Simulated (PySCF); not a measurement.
Molfile (atoms numbered from 1):
```
C5H4O2
     RDKit          3D

 11 11  0  0  0  0  0  0  0  0999 V2000
   -0.9778    2.3461    0.0784 O   0  0  0  0  0  0  0  0  0  0  0  0
   -0.5007    1.2273    0.0215 C   0  0  0  0  0  0  0  0  0  0  0  0
   -1.2994   -0.0045   -0.0239 C   0  0  0  0  0  0  0  0  0  0  0  0
   -0.7122   -1.2140   -0.0935 C   0  0  0  0  0  0  0  0  0  0  0  0
    0.6205   -1.3917   -0.1245 O   0  0  0  0  0  0  0  0  0  0  0  0
    1.4121   -0.3052   -0.0803 C   0  0  0  0  0  0  0  0  0  0  0  0
    0.9420    0.9544   -0.0104 C   0  0  0  0  0  0  0  0  0  0  0  0
   -2.3870    0.0747   -0.0014 H   0  0  0  0  0  0  0  0  0  0  0  0
   -1.2440   -2.1661   -0.1315 H   0  0  0  0  0  0  0  0  0  0  0  0
    2.4684   -0.5777   -0.1087 H   0  0  0  0  0  0  0  0  0  0  0  0
    1.6351    1.7959    0.0228 H   0  0  0  0  0  0  0  0  0  0  0  0
  1  2  2  0
  2  3  1  0
  3  4  2  0
  4  5  1  0
  5  6  1  0
  6  7  2  0
  7  2  1  0
  3  8  1  0
  4  9  1  0
  6 10  1  0
  7 11  1  0
M  END
```

PySCF 2.14.0 with density-fitted response routines calculation with NMR shieldings at PBE0/pcSseg-1/GIAO, couplings computed with B3LYP/pcJ-1 (without the spin–dipole term) and geometry from PBE0-D3(BJ)/def2-SVP; fast rotation and ring inversion assumed for equivalent nuclei, a single conformation, no relativistic terms, isolated molecule.

Shifts are taken against calculated references (same method and geometry level): ¹H against TMS.

The spectrum was simulated from the full spin Hamiltonian at 600 MHz with 0.8 Hz Lorentzian lines, from shifts rounded to 0.01 ppm and J to 0.1 Hz, couplings under 1 Hz left out.

Question: List the maxima of its ¹H spectrum with integrals.

Answer: 
```tsv
region	integral (H)	ppm	Hz	height
1	2	7.528	4516.9	38
1		7.526	4515.5	98
1		7.524	4514.6	72
1		7.516	4509.5	73
1		7.514	4508.6	100
1		7.512	4507.2	39
2	2	6.218	3730.9	39
2		6.216	3729.5	100
2		6.214	3728.5	73
2		6.206	3723.5	72
2		6.204	3722.5	98
2		6.202	3721.1	38
```

Question: Summarise it as multiplets with assignments.

Answer: ¹H NMR (600 MHz, computed): δ 7.52 (d, J = 7.0 Hz, 2H, H9/H10), 6.21 (d, J = 7.0 Hz, 2H, H8/H11). These are first-order names; overlap and second-order distortion can hide them in the list.

Splittings below 1 Hz are ignored in the labels, and close J values are merged. Couplings among chemically equivalent protons are left out too, so labels in AA′BB′ or AA′XX′ sets are apparent multiplicities. Unscaled 3J(H,H) at this level run about 10 % above measured values.
